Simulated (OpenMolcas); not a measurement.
# One shape, several levels: AlH3 (SMILES [AlH3])

We compute a comparison of 6 runs (HF/3-21G, UHF/3-21G, B2PLYP/3-21G, M06-2X/3-21G, UPBE/3-21G, r2SCAN/3-21G) of AlH3. 

The results are computed with OpenMolcas 26.06.

## (1) The system as given

AlH3 has 4 atoms, charge 0, and is taken as a singlet. SMILES: `[AlH3]`. The Al1–H3 distance was set to 1.982 Å, away from the relaxed value.

Bond lengths: Al1–H2 1.586 Å, Al1–H4 1.586 Å. Angles: H2–Al1–H4 120.0°.

## (2) A single-point energy at HF/3-21G (run 1)

Input file geom.xyz:

```xyz
4

Al     0.352327     0.189501    -0.032650
H      0.971827     0.875201     1.256050
H     -1.340800    -0.832000     0.105100
H      1.088027     0.320001    -1.431450
```

Input file test.input:

```
* AlH3 Hartree-Fock
&GATEWAY
BasLib=$CurrDir
Coord=geom.xyz
Basis=3-21G
Group=NoSym
&SEWARD
&SCF
Thresholds=1e-10 1e-07 1e-07 1e-05
PrOrbitals=1 1
```

The basis set 3-21G is read from a file made from the Basis Set Exchange's data (not shown).

Run with:

```bash
$ export MOLCAS_MEM=1860
$ pymolcas test.input > test.log
```

Standard output:

```text
--- Start Module: gateway ---
[...]
--- Stop Module: gateway /rc=_RC_ALL_IS_WELL_ ---
--- Start Module: seward ---
[...]
      Basis functions           19
--- Stop Module: seward /rc=_RC_ALL_IS_WELL_ ---
--- Start Module: scf ---
[...]
       Convergence after   8 Iterations
[...]
::    Total SCF energy                               -242.2597181879
[...]
      Total spin, S                                     0.0000000000
[...]
      Total electronic charge=   16.000000
      Total            charge=   -0.000000
[...]
      Dipole Moment (debye):
      Origin of the operator (angstrom)=    0.3410    0.1826   -0.0317
                   X=  7.1152E-01               Y=  4.3181E-01               Z= -5.8145E-02           Total=  8.3433E-01
      Quadrupole Moment (debye*angstrom):
[...]
--- Stop Module: scf /rc=_RC_ALL_IS_WELL_ ---
[...]
```

Run time: 1.5 s. Hardware: 1 thread of Arm Neoverse V1, shared host; peak memory 0.37 GiB.

## (3) A single-point energy at UHF/3-21G (run 2)

geom.xyz is that of step 2.

Input file test.inp:

```
&GATEWAY
 BasLib
 $CurrDir
 Coord
 geom.xyz
 Basis
 3-21G
 Group
 NoSym

&SEWARD

&SCF
 UHF
 Thresholds
 1e-10 1e-07 1e-07 1e-05
 Scramble
 0.25
 PrOrbitals
 1 1
```

The basis set 3-21G is read from a file made from the Basis Set Exchange's data (not shown).

Run with:

```bash
$ export MOLCAS_MEM=1860
$ pymolcas test.inp > test.log
```

Standard output:

```text
--- Start Module: gateway ---
[...]
--- Stop Module: gateway /rc=_RC_ALL_IS_WELL_ ---
--- Start Module: seward ---
[...]
      Basis functions           19
--- Stop Module: seward /rc=_RC_ALL_IS_WELL_ ---
--- Start Module: scf ---
[...]
       Convergence after  15 Iterations
[...]
::    Total SCF energy                               -242.2597181879
[...]
      Total spin, S                                    -0.0000000000
[...]
      Total electronic charge=   16.000000
      Total            charge=   -0.000000
[...]
      Dipole Moment (debye):
      Origin of the operator (angstrom)=    0.3410    0.1826   -0.0317
                   X=  7.1153E-01               Y=  4.3181E-01               Z= -5.8145E-02           Total=  8.3433E-01
      Quadrupole Moment (debye*angstrom):
[...]
--- Stop Module: scf /rc=_RC_ALL_IS_WELL_ ---
[...]
```

Run time: 1.7 s. Hardware: 1 thread of Arm Neoverse V1, shared host; peak memory 0.37 GiB.

Run 3 isn't shown in full; the table further down has it.

## (4) The energy at M06-2X/3-21G (run 4)

geom.xyz is that of step 3.

Input file test.input:

```
* AlH3 Kohn-Sham DFT

&GATEWAY
 BasLib=$CurrDir
 Coord=geom.xyz
 Basis=3-21G
 Group=NoSym

&SEWARD
 GridInput
 Grid=UltraFine
 End of Grid

&SCF
 KSDFT=M062X
 Thresholds=1e-10 1e-07 1e-07 1e-05
 PrOrbitals=1 1
```

The basis set 3-21G is read from a file made from the Basis Set Exchange's data (not shown).

Run with:

```bash
$ export MOLCAS_MEM=1860
$ pymolcas test.input > test.log
```

Standard output:

```text
--- Start Module: gateway ---
[...]
--- Stop Module: gateway /rc=_RC_ALL_IS_WELL_ ---
--- Start Module: seward ---
[...]
      Basis functions           19
--- Stop Module: seward /rc=_RC_ALL_IS_WELL_ ---
--- Start Module: scf ---
[...]
       Convergence after  10 Iterations
[...]
::    Total KS-DFT energy                            -242.7644651321
[...]
      Total spin, S                                     0.0000000000
[...]
      Total electronic charge=   16.000000
      Total            charge=   -0.000000
[...]
      Dipole Moment (debye):
      Origin of the operator (angstrom)=    0.3410    0.1826   -0.0317
                   X=  6.4272E-01               Y=  3.8978E-01               Z= -5.2479E-02           Total=  7.5350E-01
      Quadrupole Moment (debye*angstrom):
[...]
--- Stop Module: scf /rc=_RC_ALL_IS_WELL_ ---
[...]
```

Wall time 4.5 s (1 thread of Arm Neoverse V1, shared host); peak memory 0.37 GiB.

Run 5 isn't shown in full; the table further down has it.

## (5) A single-point energy at r2SCAN/3-21G (run 6)

geom.xyz is that of step 4.

Input file test.inp:

```
* AlH3 Kohn-Sham DFT
>>> EXPORT MOLCAS_PRINT=2

&GATEWAY
 BasLib = $CurrDir
 Coord = geom.xyz
 Basis = 3-21G
 Group = NoSym

&SEWARD
 GridInput
 Grid=UltraFine
 End of Grid

&SCF
 KSDFT = 2
 1.0 MGGA_X_R2SCAN
 1.0 MGGA_C_R2SCAN
 Thresholds = 1e-10 1e-07 1e-07 1e-05
 PrOrbitals = 1 1
```

The basis set 3-21G is read from a file made from the Basis Set Exchange's data (not shown).

Run with:

```bash
$ export MOLCAS_MEM=1860
$ pymolcas test.inp > test.log
```

Standard output:

```text
--- Start Module: gateway ---
[...]
--- Stop Module: gateway /rc=_RC_ALL_IS_WELL_ ---
--- Start Module: seward ---
[...]
      Basis functions           19
--- Stop Module: seward /rc=_RC_ALL_IS_WELL_ ---
--- Start Module: scf ---
[...]
       Convergence after  10 Iterations
[...]
::    Total KS-DFT energy                            -242.7639889763
[...]
      Total spin, S                                     0.0000000000
[...]
      Total electronic charge=   16.000000
      Total            charge=   -0.000000
[...]
      Dipole Moment (debye):
      Origin of the operator (angstrom)=    0.3410    0.1826   -0.0317
                   X=  6.1777E-01               Y=  3.7471E-01               Z= -5.0450E-02           Total=  7.2429E-01
      Quadrupole Moment (debye*angstrom):
[...]
--- Stop Module: scf /rc=_RC_ALL_IS_WELL_ ---
[...]
```

It took 4.5 s on 1 thread of Arm Neoverse V1, shared host; peak memory 0.37 GiB.

## (6) All runs side by side

| run | level | scramble | frozen core orbitals | energy (Eh) | dipole moment (D) | HOMO energy (eV) | LUMO energy (eV) | wall time |
| --- | --- | --- | --- | --- | --- | --- | --- | --- |
| 1 | HF/3-21G | – | – | -242.259718 | 0.83 | -10.59 | 0.68 | 1.5 s |
| 2 | UHF/3-21G | 0.25 | – | -242.259718 | 0.83 | -10.59 | 0.68 | 1.7 s |
| 3 | B2PLYP/3-21G | – | 5 | -242.676529 | 0.77 | -8.89 | -0.96 | 3.6 s |
| 4 | M06-2X/3-21G | – | – | -242.764465 | 0.75 | -8.84 | -1.30 | 4.5 s |
| 5 | UPBE/3-21G | 0.25 | – | -242.661393 | 0.69 | -6.77 | -2.76 | 5.7 s |
| 6 | r2SCAN/3-21G | – | – | -242.763989 | 0.72 | -7.07 | -2.43 | 4.5 s |

## (7) Summary of results

| quantity | value |
| --- | --- |
| run 6: total energy | -242.76399 Eh |
| run 6: dipole moment | 0.72 D |
| run 6: HOMO energy | -7.07 eV |
| run 6: LUMO energy | -2.43 eV |
| run 6: HOMO–LUMO gap | 4.64 eV |

In words: The dipole moment (its size) runs from 0.69 D (UPBE/3-21G) to 0.83 D (UHF/3-21G). The HOMO–LUMO gap runs from 4.01 eV (UPBE/3-21G) to 11.27 eV (HF/3-21G). For B2PLYP the log adds the whole second-order term; the table takes 0.27 of it, as the functional is defined. Totals of different functionals can't be ranked against each other. All runs together took 22 s, the longest 5.7 s.
